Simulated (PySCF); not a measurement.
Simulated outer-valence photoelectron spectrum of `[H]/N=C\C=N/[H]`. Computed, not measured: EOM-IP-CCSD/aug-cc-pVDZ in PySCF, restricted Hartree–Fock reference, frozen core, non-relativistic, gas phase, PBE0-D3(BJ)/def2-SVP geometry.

Each root has a Gaussian of 0.5 eV full width with its one-hole share as area; cross sections and vibrations are left out, and the highest printed point is 100.

```json
{"ionisation energy (eV)": "9.6", "intensity": "1"}
{"ionisation energy (eV)": "9.8", "intensity": "8"}
{"ionisation energy (eV)": "10.0", "intensity": "33"}
{"ionisation energy (eV)": "10.2", "intensity": "53"}
{"ionisation energy (eV)": "10.4", "intensity": "35"}
{"ionisation energy (eV)": "10.6", "intensity": "10"}
{"ionisation energy (eV)": "10.8", "intensity": "1"}
{"ionisation energy (eV)": "11.0", "intensity": "1"}
{"ionisation energy (eV)": "11.2", "intensity": "9"}
{"ionisation energy (eV)": "11.4", "intensity": "48"}
{"ionisation energy (eV)": "11.6", "intensity": "100"}
{"ionisation energy (eV)": "11.8", "intensity": "86"}
{"ionisation energy (eV)": "12.0", "intensity": "31"}
{"ionisation energy (eV)": "12.2", "intensity": "4"}
{"ionisation energy (eV)": "12.4", "intensity": "0"}
{"ionisation energy (eV)": "12.6", "intensity": "0"}
{"ionisation energy (eV)": "12.8", "intensity": "0"}
{"ionisation energy (eV)": "13.0", "intensity": "0"}
{"ionisation energy (eV)": "13.2", "intensity": "0"}
{"ionisation energy (eV)": "13.4", "intensity": "5"}
{"ionisation energy (eV)": "13.6", "intensity": "26"}
{"ionisation energy (eV)": "13.8", "intensity": "50"}
{"ionisation energy (eV)": "14.0", "intensity": "42"}
{"ionisation energy (eV)": "14.2", "intensity": "22"}
{"ionisation energy (eV)": "14.4", "intensity": "35"}
{"ionisation energy (eV)": "14.6", "intensity": "53"}
{"ionisation energy (eV)": "14.8", "intensity": "35"}
{"ionisation energy (eV)": "15.0", "intensity": "10"}
{"ionisation energy (eV)": "15.2", "intensity": "1"}
{"ionisation energy (eV)": "15.4", "intensity": "0"}
{"ionisation energy (eV)": "15.6", "intensity": "1"}
{"ionisation energy (eV)": "15.8", "intensity": "6"}
{"ionisation energy (eV)": "16.0", "intensity": "27"}
{"ionisation energy (eV)": "16.2", "intensity": "51"}
{"ionisation energy (eV)": "16.4", "intensity": "41"}
{"ionisation energy (eV)": "16.6", "intensity": "13"}
{"ionisation energy (eV)": "16.8", "intensity": "2"}
{"ionisation energy (eV)": "17.0", "intensity": "0"}
{"ionisation energy (eV)": "17.2", "intensity": "4"}
{"ionisation energy (eV)": "17.4", "intensity": "21"}
{"ionisation energy (eV)": "17.6", "intensity": "48"}
{"ionisation energy (eV)": "17.8", "intensity": "45"}
{"ionisation energy (eV)": "18.0", "intensity": "18"}
{"ionisation energy (eV)": "18.2", "intensity": "3"}
{"ionisation energy (eV)": "18.4", "intensity": "0"}
```

Q: Where are the maxima, and how many lines lie under the curve?

A: 6 maxima, at 10.2, 11.7, 13.9, 14.6, 16.2 and 17.7 eV, from 7 lines. At this width some lines have no maximum of their own.

Q: List the lines with their holes.

A: 
```
E (eV)  leading hole (HF orbital)  area  Koopmans (eV)
 10.21                     HOMO-1  0.94          11.72
 11.67                       HOMO  0.95          11.67
 11.67                     HOMO-2  0.93          13.48
 13.85                     HOMO-3  0.93          14.20
 14.61                     HOMO-4  0.95          16.01
 16.25                     HOMO-5  0.94          17.82
 17.69                     HOMO-6  0.93          19.51
```

The widest gap, 2.18 eV, lies between 11.67 and 13.85 eV. Only orbitals with −ε under 21 eV, eight at most, were ionised, so the high end of the curve may lack lines.

Hardware: x86-64 server, one thread, on a shared host. Cost: 53 s wall.

Shape of the structure used: `[H]/[N:1]=[CH:2]\[CH:3]=[N:4]/[H]`: N1–C2–C3–N4 180°.

One conformer stands for the species.
